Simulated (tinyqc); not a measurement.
Inside a calculation (part 2 of 2). Method: MP2 on RHF in the sto-6g basis, frozen core, for H3O+, spin multiplicity 1. Computed by tinyqc, a small Python program that keeps every step (integrals from PySCF). Command: `OMP_NUM_THREADS=1 python tinyqc.py 22403 22404 out.jsonl` (the two numbers bound the seeds that draw the settings). One thread of a shared host (Intel(R) Xeon(R) Processor @ 2.60GHz), about 0.4 s of CPU time with the checks.

Geometry (angstrom):
```
atom        x        y       z
O      0.0000   0.0000  0.4110
H      0.9170   0.0000  0.0000
H     -0.4580   0.7940  0.0000
H     -0.4580  -0.7940  0.0000
```

## Integrals over molecular orbitals

coefficients C:
```
            MO1      MO2      MO3      MO4      MO5      MO6      MO7      MO8
1O 1s    0.9967  -0.2263   0.0000   0.0000  -0.0725  -0.1378  -0.0002   0.0000
1O 2s    0.0160   0.8723   0.0000   0.0001   0.3826   0.9827   0.0013   0.0000
1O 2px   0.0000   0.0000   0.0000   0.7141  -0.0001   0.0010  -0.8860   0.0000
1O 2py   0.0000   0.0000   0.7140   0.0000   0.0000   0.0000   0.0000   0.8863
1O 2pz  -0.0026  -0.1436   0.0000   0.0001   0.9045  -0.5028  -0.0007   0.0000
2H 1s   -0.0029   0.0922   0.0000   0.4064  -0.1207  -0.6389   0.9742   0.0000
3H 1s   -0.0030   0.0923   0.3519  -0.2031  -0.1207  -0.6377  -0.4882  -0.8444
4H 1s   -0.0030   0.0923  -0.3519  -0.2031  -0.1207  -0.6377  -0.4882   0.8444
```

core Hamiltonian H = T + V (hartree), lower triangle:
```
           1O 1s    1O 2s   1O 2px   1O 2py   1O 2pz    2H 1s    3H 1s    4H 1s
1O 1s   -33.5113
1O 2s    -7.4126  -9.7220
1O 2px    0.0000   0.0000  -8.0608
1O 2py    0.0000   0.0000   0.0000  -8.0610
1O 2pz    0.0183   0.2068   0.0000   0.0000  -7.9769
2H 1s    -1.6038  -3.6385  -2.3407   0.0000   1.1127  -5.2213
3H 1s    -1.6051  -3.6405   1.1699  -2.0282   1.1135  -1.4891  -5.2224
4H 1s    -1.6051  -3.6405   1.1699   2.0282   1.1135  -1.4891  -1.4889  -5.2224
```

Given earlier and not repeated: Two-electron integrals (ij|kl) in chemists' order.

(pq|rs) = sum C_ip C_jq C_kr C_ls (ij|kl), one index at a time.

one-electron integrals over orbitals h = C^T H C (hartree), lower triangle:
```
          1        2        3        4        5        6        7        8
1  -33.4979
2    0.5708  -8.2565
3    0.0000   0.0000  -7.0722
4    0.0000   0.0001   0.0000  -7.0721
5    0.1778  -0.2239   0.0000  -0.0002  -7.7361
6    0.3507  -1.4798   0.0000  -0.0021   0.7379  -5.2614
7    0.0004  -0.0017   0.0000   1.7021   0.0006   0.0003  -5.5845
8    0.0000   0.0000  -1.7022   0.0000   0.0000   0.0000   0.0000  -5.5850
```

Two-electron integrals over orbitals (pq|rs), unique and non-zero (hartree); the lowest 1 orbital is frozen and left out:
```
(22|22) 0.7418      (32|32) 0.1385      (33|22) 0.6671      (33|33) 0.6694
(42|22) -2.80e-05   (42|33) -0.0313     (42|42) 0.1385      (43|32) -0.0313
(43|43) 0.0405      (44|22) 0.6671      (44|33) 0.5882      (44|42) 0.0313
(44|44) 0.6694      (52|22) -0.0211     (52|33) 0.0068      (52|42) 3.27e-06
(52|44) 0.0068      (52|52) 0.1300      (53|32) 0.0056      (53|43) 0.0060
(53|53) 0.0382      (54|22) 1.80e-05    (54|33) 0.0060      (54|42) 0.0056
(54|44) -0.0060     (54|52) 9.18e-06    (54|54) 0.0382      (55|22) 0.7182
(55|33) 0.6473      (55|42) -2.56e-06   (55|44) 0.6473      (55|52) 0.0922
(55|54) 3.09e-05    (55|55) 0.8598      (62|22) 0.1534      (62|33) 0.1053
(62|42) 6.12e-05    (62|44) 0.1053      (62|52) -0.0259     (62|54) 2.98e-05
(62|55) 0.1348      (62|62) 0.0899      (63|32) -0.0077     (63|43) 0.0218
(63|53) 0.0086      (63|63) 0.0490      (64|22) 2.04e-04    (64|33) 0.0220
(64|42) -0.0077     (64|44) -0.0217     (64|52) 5.16e-05    (64|54) 0.0086
(64|55) 2.30e-04    (64|62) 1.28e-04    (64|64) 0.0491      (65|22) -0.0834
(65|33) -0.0500     (65|42) 5.44e-05    (65|44) -0.0499     (65|52) 0.0220
(65|54) 2.06e-05    (65|55) -0.0807     (65|62) -0.0532     (65|64) -6.91e-05
(65|65) 0.0392      (66|22) 0.5545      (66|33) 0.5170      (66|42) 1.89e-04
(66|44) 0.5171      (66|52) -0.0578     (66|54) -3.03e-05   (66|55) 0.5052
(66|62) 0.0763      (66|64) -2.14e-05   (66|65) -0.0418     (66|66) 0.5007
(72|22) 1.76e-04    (72|33) -0.0116     (72|42) -0.0464     (72|44) 0.0118
(72|52) -1.79e-05   (72|54) -0.0217     (72|55) 1.61e-04    (72|62) 4.98e-05
(72|64) -0.0349     (72|65) -7.43e-05   (72|66) 7.46e-05    (72|72) 0.0511
(73|32) -0.0369     (73|43) 0.0036      (73|53) 0.0072      (73|63) 0.0231
(73|73) 0.0325      (74|22) -0.1550     (74|33) -0.1272     (74|42) 0.0369
(74|44) -0.1200     (74|52) -0.0445     (74|54) -0.0072     (74|55) -0.1845
(74|62) -0.0797     (74|64) -0.0232     (74|65) 0.0404      (74|66) -0.0425
(74|72) 0.0028      (74|74) 0.1480      (75|22) -6.56e-05   (75|33) 0.0137
(75|42) -0.0452     (75|44) -0.0138     (75|52) 3.42e-05    (75|54) -0.0213
(75|55) -5.90e-05   (75|62) -7.04e-05   (75|64) 0.0167      (75|65) -2.70e-06
(75|66) -1.13e-04   (75|72) 0.0116      (75|74) -0.0165     (75|75) 0.0364
(76|22) 2.52e-06    (76|33) 0.0383      (76|42) -0.0920     (76|44) -0.0384
(76|52) -6.60e-05   (76|54) 0.0164      (76|55) -5.67e-05   (76|62) -5.85e-06
(76|64) 0.0431      (76|65) -5.73e-05   (76|66) -2.09e-04   (76|72) -0.0011
(76|74) -0.0469     (76|75) 0.0356      (76|76) 0.1109      (77|22) 0.5807
(77|33) 0.5226      (77|42) 0.0322      (77|44) 0.5951      (77|52) 0.0013
(77|54) -0.0129     (77|55) 0.5677      (77|62) 0.0705      (77|64) -0.0386
(77|65) -0.0282     (77|66) 0.4948      (77|72) 0.0216      (77|74) -0.0580
(77|75) -0.0182     (77|76) -0.0595     (77|77) 0.5776      (82|32) 0.0463
(82|43) 0.0117      (82|53) 0.0217      (82|63) 0.0349      (82|73) 0.0030
(82|82) 0.0511      (83|22) 0.1550      (83|33) 0.1200      (83|42) 0.0369
(83|44) 0.1272      (83|52) 0.0445      (83|54) -0.0072     (83|55) 0.1845
(83|62) 0.0797      (83|64) -0.0230     (83|65) -0.0403     (83|66) 0.0427
(83|72) 0.0030      (83|74) -0.0849     (83|75) -0.0166     (83|76) -0.0470
(83|77) 0.0937      (83|83) 0.1481      (84|32) 0.0369      (84|43) -0.0036
(84|53) -0.0072     (84|63) -0.0230     (84|73) -0.0308     (84|82) -0.0029
(84|84) 0.0325      (85|32) 0.0452      (85|43) -0.0137     (85|53) 0.0213
(85|63) -0.0167     (85|73) -0.0166     (85|82) 0.0116      (85|84) 0.0166
(85|85) 0.0364      (86|32) 0.0919      (86|43) -0.0382     (86|53) -0.0164
(86|63) -0.0429     (86|73) -0.0470     (86|82) -0.0010     (86|84) 0.0469
(86|85) 0.0356      (86|86) 0.1107      (87|32) 0.0325      (87|43) -0.0363
(87|53) -0.0130     (87|63) -0.0388     (87|73) -0.0181     (87|82) -0.0215
(87|84) 0.0180      (87|85) 0.0182      (87|86) 0.0597      (87|87) 0.0496
(88|22) 0.5808      (88|33) 0.5952      (88|42) -0.0324     (88|44) 0.5226
(88|52) 0.0013      (88|54) 0.0130      (88|55) 0.5678      (88|62) 0.0706
(88|64) 0.0389      (88|65) -0.0283     (88|66) 0.4946      (88|72) -0.0214
(88|74) -0.0938     (88|75) 0.0182      (88|76) 0.0597      (88|77) 0.4790
(88|83) 0.0579      (88|88) 0.5779
```

## Second-order Moller-Plesset energy

orbital energies (hartree): MO1 -21.1375, MO2 -1.8016, MO3 -1.0847, MO4 -1.0845, MO5 -0.9347, MO6 0.0808, MO7 0.2139, MO8 0.2142

Hartree-Fock energy = -76.036870 hartree

E2 = sum_ijab (ia|jb) [2 (ia|jb) - (ib|ja)] / (e_i + e_j - e_a - e_b) over occupied i, j and virtual a, b; the opposite-spin part is (ia|jb)^2 / denominator, the rest is same-spin, and SCS-MP2 scales them by 6/5 and 1/3.

Terms (the 40 largest of 74):
```
i  j  a  b  (ia|jb)  (ib|ja)  denominator       term
4  4  7  7   0.1480   0.1480      -2.5967    -0.0084
3  3  8  8   0.1481   0.1481      -2.5979    -0.0084
4  3  7  8  -0.0849  -0.0308      -2.5973    -0.0045
3  4  8  7  -0.0849  -0.0308      -2.5973    -0.0045
2  3  6  8   0.0797   0.0349      -3.1814    -0.0031
3  2  8  6   0.0797   0.0349      -3.1814    -0.0031
4  2  7  6  -0.0797  -0.0349      -3.1808    -0.0031
2  4  6  7  -0.0797  -0.0349      -3.1808    -0.0031
2  2  6  6   0.0899   0.0899      -3.7649    -0.0021
5  4  6  7   0.0404   0.0167      -2.3139    -0.0011
4  5  7  6   0.0404   0.0167      -2.3139    -0.0011
3  5  8  6  -0.0403  -0.0167      -2.3145    -0.0011
5  3  6  8  -0.0403  -0.0167      -2.3145    -0.0011
4  4  6  6   0.0491   0.0491      -2.3306    -0.0010
3  3  6  6   0.0490   0.0490      -2.3310    -0.0010
2  5  6  6  -0.0532  -0.0532      -2.8980    -0.0010
5  2  6  6  -0.0532  -0.0532      -2.8980    -0.0010
5  5  6  6   0.0392   0.0392      -2.0310    -0.0008
2  2  8  8   0.0511   0.0511      -4.0318    -0.0006
2  2  7  7   0.0511   0.0511      -4.0310    -0.0006
5  5  8  8   0.0364   0.0364      -2.2979    -0.0006
5  5  7  7   0.0364   0.0364      -2.2971    -0.0006
3  3  7  7   0.0325   0.0325      -2.5971  -4.07e-04
4  4  8  8   0.0325   0.0325      -2.5974  -4.06e-04
4  3  8  7  -0.0308  -0.0849      -2.5973   2.77e-04
3  4  7  8  -0.0308  -0.0849      -2.5973   2.77e-04
4  4  7  6  -0.0232  -0.0232      -2.4636  -2.19e-04
4  4  6  7  -0.0232  -0.0232      -2.4636  -2.19e-04
3  3  6  7   0.0231   0.0231      -2.4641  -2.17e-04
3  3  7  6   0.0231   0.0231      -2.4641  -2.17e-04
4  3  8  6  -0.0230  -0.0230      -2.4642  -2.16e-04
3  4  6  8  -0.0230  -0.0230      -2.4642  -2.16e-04
3  4  8  6  -0.0230  -0.0230      -2.4642  -2.13e-04
4  3  6  8  -0.0230  -0.0230      -2.4642  -2.13e-04
5  3  7  8  -0.0166  -0.0166      -2.4475  -1.12e-04
3  5  8  7  -0.0166  -0.0166      -2.4475  -1.12e-04
5  3  8  7  -0.0166  -0.0166      -2.4475  -1.12e-04
3  5  7  8  -0.0166  -0.0166      -2.4475  -1.12e-04
5  4  8  8   0.0166   0.0166      -2.4477  -1.12e-04
4  5  8  8   0.0166   0.0166      -2.4477  -1.12e-04
```

Pair energies (hartree; pair i-j sums ij and ji):
```
pair  opposite spin  same spin
2-2         -0.0034          0
3-2         -0.0048    -0.0013
3-3         -0.0103          0
4-2         -0.0048    -0.0013
4-3         -0.0071    -0.0023
4-4         -0.0103          0
5-2         -0.0021          0
5-3         -0.0021  -4.83e-04
5-4         -0.0021  -4.84e-04
5-5         -0.0019          0
```

MP2 correlation energy = -0.054731 hartree

SCS-MP2 correlation energy = -0.060691 hartree

MP2 total energy = -76.091602 hartree
